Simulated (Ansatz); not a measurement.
# Al2Si+ (doublet): wave-function methods side by side, cc-pVTZ

The task here is to estimate one member of a computed series from the others.

Program: Ansatz 0.2.0, Gaussian basis. Level of theory: cc-pVTZ, core rule «outside noble gas», up to 15 orbitals frozen. These are calculated values, not measurements.

Plan: UHF; CCSD(T) on ROHF; CCSD(T) on UHF; BCCD(T) on ROHF; CCSDT(Q) on ROHF; CCSDT(Q) on UHF; CASSCF and MRCISD+Q, 9 electrons in 12 orbitals; CASSCF and NEVPT2, 9 electrons in 12 orbitals.

6 further runs of the same task are left out: 6 set aside as unsound or not needed.

## What is computed

The geometry is a PBE0/def2-TZVP stationary point (not a proven minimum) of the parent state, kept for this charge and spin.

3 atoms, charge 1, spin multiplicity 2.

Atoms are counted from 1 here; the program's logs count them from 0.

Bond lengths: Al1–Si2 2.527 Å, Si2–Al3 2.527 Å. Angles: Al1–Si2–Al3 180.0°.

Set-up of the first run:

Contents of in.yaml:

```yaml
crystal:
  periodic: [false, false, false]
  atoms:
    - {symbol: Al, position_ang: [0.000000, 0.000000, 2.527200]}
    - {symbol: Si, position_ang: [0.000000, 0.000000, 0.000000]}
    - {symbol: Al, position_ang: [0.000000, 0.000000, -2.527200]}
basis:
  gaussian: {orbitals: cc-pVTZ}
total_charge: 1
magnetization: {spin_polarized: true, initial_magnetization: 1}
hamiltonian: {xc: hf}
output: {orbitals: {seedname: orbitals}}
```

Run with:

```bash
$ ansatz run in.yaml --threads 1 --pin off --events-out ev --progress --plain --max-ram 2816MiB --backend cpu
```

Among the steps run: UHF; CCSD(T) on ROHF; CCSD(T) on UHF; BCCD(T) on ROHF; CCSDT(Q) on ROHF; CCSDT(Q) on UHF; CASSCF and MRCISD+Q, 9 electrons in 12 orbitals; CASSCF and NEVPT2, 9 electrons in 12 orbitals.

One table of the session follows, with a row left open; its other results are not shown here.

```
          method  from RCCSDT(Q) (kcal/mol)
            ROHF                    +138.99
             UHF                    +111.51
            RMP2                     +35.60
            UMP2                     +21.85
           RCCSD                          ?
           UCCSD                      -4.34
        RCCSD(T)                      +2.18
        UCCSD(T)                     -11.12
         BCCD(T)                      +2.18
          RCCSDT                      +0.66
          UCCSDT                     -14.32
       RCCSDT(Q)                          0
       UCCSDT(Q)                     -16.13
  CASSCF valence                     +71.14
  NEVPT2 valence                      +9.10
  MRCISD valence                      -2.17
MRCISD+Q valence                      -8.92
```

Q: Estimate the row for RCCSD from the others.

As computed: from RCCSDT(Q) (kcal/mol): +7.94. In the column «from RCCSDT(Q) (kcal/mol)» it lies between BCCD(T) (+2.18) and NEVPT2 valence (+9.10).

The program flags UCCSD(T), UCCSDT(Q) as in doubt (see the logs), so those rows may rest on another solution; read them beside their warnings.

Caveats from the session: The determinant is far from a pure spin state, so its energy mixes those of several spin states (harmless only where they are near-degenerate, as at dissociation). The program flags UCCSD(T), UCCSDT(Q) as in doubt, so those rows may rest on another solution; read them beside their warnings. Restricted and unrestricted rows rest on different reference determinants; where their highest levels disagree by more than a few hundredths of an eV, they describe different states and don't form one ladder.
